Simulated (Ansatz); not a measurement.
# Structure relaxation of Ta3Ga

Method: Ansatz, DFT r2SCAN, scalar-relativistic, plane waves, PAW. Cutoff 500 eV, Γ-centred k mesh, Gaussian smearing, no spin polarisation in the final step.

Ta3Ga was placed on the Cu3Au (L1_2) structure type (Pm-3m, No. 221), with Ga in place of Au, Ta in place of Cu, at a guessed volume.

```
Ta Ga
1.0
     4.04283    0.00000    0.00000
     0.00000    4.04283    0.00000
     0.00000    0.00000    4.04283
Ta Ga
3 1
Direct
  0.00000 0.50000 0.50000
  0.50000 0.00000 0.50000
  0.50000 0.50000 0.00000
  0.00000 0.00000 0.00000
```

Steps on the 4×4×4 mesh (4 atoms). 5 of 5 steps are shown, and the free energy counts from the last. Trial steps that were taken back and renewals of the plane-wave basis can be among the rows.

```csv
step,ΔF (meV/atom),V (Å³/atom),P (GPa)
1,19.3,16.52,8.81
2,92.5,19.02,-15.32
3,0.7,17.35,-1.12
4,0.3,17.25,-0.03
5,0.0,17.25,-0.02
```

A final relaxation ran on a 12×12×12 mesh. The relaxed crystal, Pm-3m (No. 221):

```cif
data_structure
_symmetry_space_group_name_H-M 'Pm-3m'
_symmetry_Int_Tables_number 221
_cell_length_a 4.0963
_cell_length_b 4.0963
_cell_length_c 4.0963
_cell_angle_alpha 90.000
_cell_angle_beta 90.000
_cell_angle_gamma 90.000
_cell_volume 68.73
loop_
_atom_site_label
_atom_site_type_symbol
_atom_site_symmetry_multiplicity
_atom_site_Wyckoff_symbol
_atom_site_fract_x
_atom_site_fract_y
_atom_site_fract_z
_atom_site_occupancy
Ta1 Ta 3 c 0.00000 0.50000 0.50000 1
Ga1 Ga 1 a 0.00000 0.00000 0.00000 1
```

```
Volume per atom          : 17.18 Å³
Density                  : 14.80 g/cm³
Energy over the elements : -0.07 eV/atom
Gap on the 12×12×12 mesh : 0 eV (a metal)
```

Formation energies are uncorrected and refer to the elements' standard structures at the same level.

The final run used a 12×12×12 mesh on its 4-atom cell and 0.10 eV smearing. For metals, differences of a few meV/atom aren't resolved. Spin–orbit coupling is left out.

A structure relaxed within its symmetry needn't be a true minimum.

Cost: 3 runs of about 1.9 core-minutes in all, on Arm Neoverse V1 (shared hosts).